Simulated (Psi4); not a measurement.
**AlCl (aluminium monochloride) at wB97M-V/aug-cc-pVTZ**

Aim: the energy change on altering one bond length of AlCl (aluminium monochloride) at wB97M-V/aug-cc-pVTZ, from 2 runs. Input form: a Python script.

The results are computed with Psi4 1.11.

13 further runs of the same task are left out: 12 that didn't finish, 1 set aside as unsound or not needed.

## 1. Starting point

AlCl has 2 atoms, charge 0, and is taken as a singlet. SMILES: `[Al][Cl]`. Geometry: the measured bond length.

Bond lengths: Al1–Cl2 2.130 Å.

## 2. A single-point energy at wB97M-V/aug-cc-pVTZ

The input, alcl.py:

```python
import psi4

psi4.set_memory('1600 MB')
psi4.set_num_threads(1)
psi4.core.set_output_file('run.log', False)

molecule = psi4.geometry("""
0 1
Al
Cl 1 2.130113
symmetry c1
""")

psi4.set_options({
    'basis': 'aug-cc-pVTZ',
    'puream': True,
    'e_convergence': 1e-09,
    'd_convergence': 1e-08,
    'scf_type': 'pk',
    'dft_radial_points': 99,
    'dft_spherical_points': 590,
})

e = psi4.energy('WB97M-V')
print('E =', round(e, 9))
```

Launch:

```bash
$ python alcl.py
```

run.log:

```text
[...]
  Running in c1 symmetry.
[...]
  Nuclear repulsion =   54.902328448335837
[...]
  Multiplicity = 1
[...]
  Nalpha       = 15
  Nbeta        = 15
[...]
    Number of basis functions: 100
[...]
   @RKS iter   1:  -702.65365213284349   -4.93655e-01   2.75726e-03 DIIS/ADIIS
[...]
   @RKS iter  10:  -702.68310451786090   -3.18323e-12   2.59828e-09 DIIS
[...]
    Orbital Energies [Eh]
    ---------------------
    Doubly Occupied:
       1A   -101.865763     2A    -56.352721     3A     -9.625031
       4A     -7.325143     5A     -7.323936     6A     -7.323936
       7A     -4.317760     8A     -2.831318     9A     -2.831318
      10A     -2.828032    11A     -0.920668    12A     -0.504265
      13A     -0.424272    14A     -0.424272    15A     -0.328872
[...]
  @RKS Final Energy:  -702.68310451786090
   => Energetics <=
    Nuclear Repulsion Energy =             54.9023284483358367
    One-Electron Energy =               -1082.1494399997072833
    Two-Electron Energy =                 360.4883104466269970
    DFT Exchange-Correlation Energy =     -36.0509737319226531
    Empirical Dispersion Energy =           0.0000000000000000
    VV10 Nonlocal Energy =                  0.1266703188063229
    Total Energy =                       -702.6831045178608974
[...]
 Multipole Moments:
 ------------------------------------------------------------------------------------
     Multipole            Electronic (a.u.)      Nuclear  (a.u.)        Total (a.u.)
 ------------------------------------------------------------------------------------
 L = 1.  Multiply by 2.5417464519 to convert [e a0] to [Debye]
 Dipole X            :          0.0000000            0.0000000            0.0000000
 Dipole Y            :         -0.0000000            0.0000000           -0.0000000
 Dipole Z            :         -0.9511405            0.2658241           -0.6853164
 Magnitude           :                                                    0.6853164
[...]
```

The script printed:

```text
E = -702.683104518
```

Wall time 82 s (1 thread of Intel Xeon at 2.50GHz (Skylake/Cascade Lake), shared host); peak memory 0.95 GiB.

## 3. The distorted shape at the same level

The input, calc.py:

```python
import psi4

psi4.set_memory('1600 MB')
psi4.set_num_threads(1)
psi4.core.set_output_file('alcl.out', False)

molecule = psi4.geometry("""
0 1
Al     0.000000     0.000000    -1.065087
Cl     0.000000     0.000000     2.130113
symmetry c1
no_reorient
no_com
""")

options = {'puream': True, 'e_convergence': 1e-09, 'd_convergence': 1e-08, 'scf_type': 'pk', 'dft_radial_points': 99, 'dft_spherical_points': 590}
psi4.set_options(options)

e, wfn = psi4.energy('wb97m-v/aug-cc-pVTZ', molecule=molecule, return_wfn=True)
print(f'total energy {e:.8f} hartree = {e * 27.211386:.5f} eV')
```

Launch:

```bash
$ python calc.py
```

alcl.out:

```text
[...]
  Running in c1 symmetry.
[...]
  Nuclear repulsion =   36.601202916271284
[...]
  Multiplicity = 1
[...]
  Nalpha       = 15
  Nbeta        = 15
[...]
    Number of basis functions: 100
[...]
   @RKS iter   1:  -702.52625853068287   -6.82711e-01   3.68457e-03 ADIIS/DIIS
[...]
   @RKS iter  11:  -702.61179287534048   -2.37605e-11   5.15118e-09 DIIS
[...]
    Orbital Energies [Eh]
    ---------------------
    Doubly Occupied:
       1A   -101.781461     2A    -56.447889     3A     -9.537038
       4A     -7.238302     5A     -7.235811     6A     -7.235811
       7A     -4.406207     8A     -2.919169     9A     -2.919169
      10A     -2.917245    11A     -0.806962    12A     -0.466054
      13A     -0.328339    14A     -0.323601    15A     -0.323601
[...]
  @RKS Final Energy:  -702.61179287534048
   => Energetics <=
    Nuclear Repulsion Energy =             36.6012029162712835
    One-Electron Energy =               -1046.1292914458495034
    Two-Electron Energy =                 342.7671893357581325
    DFT Exchange-Correlation Energy =     -35.9786308223140239
    Empirical Dispersion Energy =           0.0000000000000000
    VV10 Nonlocal Energy =                  0.1277371407935406
    Total Energy =                       -702.6117928753404840
[...]
 Multipole Moments:
 ------------------------------------------------------------------------------------
     Multipole            Electronic (a.u.)      Nuclear  (a.u.)        Total (a.u.)
 ------------------------------------------------------------------------------------
 L = 1.  Multiply by 2.5417464519 to convert [e a0] to [Debye]
 Dipole X            :         -0.0000000            0.0000000           -0.0000000
 Dipole Y            :         -0.0000000            0.0000000           -0.0000000
 Dipole Z            :        -45.9122858           42.2652177           -3.6470682
 Magnitude           :                                                    3.6470682
[...]
```

The script printed:

```text
total energy -702.61179288 hartree = -19119.04070 eV
```

Wall time 89 s (1 thread of Intel Xeon at 2.50GHz (Skylake/Cascade Lake), shared host); peak memory 1.1 GiB.

## 4. What came out

At wB97M-V/aug-cc-pVTZ:

| quantity | value |
| --- | --- |
| first shape: total energy | -702.68310 Eh |
| first shape: dipole moment | 1.74 D |
| first shape: HOMO energy | -8.95 eV |
| first shape: LUMO energy | -0.11 eV |
| first shape: HOMO–LUMO gap | 8.84 eV |
| distorted shape: total energy | -702.61179 Eh |
| distorted shape: dipole moment | 9.27 D |
| distorted shape: HOMO energy | -8.81 eV |
| distorted shape: LUMO energy | -1.44 eV |
| distorted shape: HOMO–LUMO gap | 7.36 eV |
| energy change with the Al1–Cl2 bond stretched from 2.130 to 3.195 Å | 1.940 eV |

In words: With the Al1–Cl2 bond stretched from 2.130 to 3.195 Å the energy rises by 1.94 eV (45 kcal/mol). The first shape isn't relaxed at this level, so the change isn't measured from a minimum.
